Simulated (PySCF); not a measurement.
hydrogen sulfide (H₂S), SMILES S. Atoms are numbered in the order given.

```xyz
3

S      0.0000     0.0000    -0.1047
H      0.0000    -0.9705     0.8376
H      0.0000     0.9705     0.8376
```

The structure is a stationary point at PBE-D3(BJ)/def2-TZVPD.

All values below come from PySCF with TDA-PBE0/def2-TZVPD.

Vertical excitations. The molecule is in vacuum. State labels are in the subgroup C2v.

```
state  symmetry  energy (eV)  λ (nm)      f                            main pairs
-----  --------  -----------  ------  -----  ------------------------------------
S1           A2         5.95     208  0.000                      HOMO→LUMO+1 99 %
S2           B1         6.17     201  0.059                       HOMO→LUMO 100 %
S3           A2         7.50     165  0.000                     HOMO→LUMO+2 100 %
S4           B1         7.69     161  0.004                      HOMO→LUMO+3 99 %
S5           A1         8.01     155  0.001                      HOMO→LUMO+4 97 %
S6           B1         8.77     141  0.072    HOMO→LUMO+5 65 %, HOMO→LUMO+6 34 %
S7           A1         9.12     136  0.117                      HOMO−1→LUMO 94 %
S8           B2         9.20     135  0.001  HOMO→LUMO+7 51 %, HOMO−1→LUMO+1 48 %
S9           B1         9.36     132  0.246    HOMO→LUMO+6 64 %, HOMO→LUMO+5 31 %
S10          A1         9.83     126  0.153                      HOMO→LUMO+8 88 %
T1           A2         5.36     231      0                      HOMO→LUMO+1 98 %
T2           B1         5.67     219      0                        HOMO→LUMO 95 %
T3           A2         7.46     166      0                      HOMO→LUMO+2 99 %
T4           B2         7.55     164      0                    HOMO−1→LUMO+1 92 %
```
Triplets are in the Tamm–Dancoff approximation.
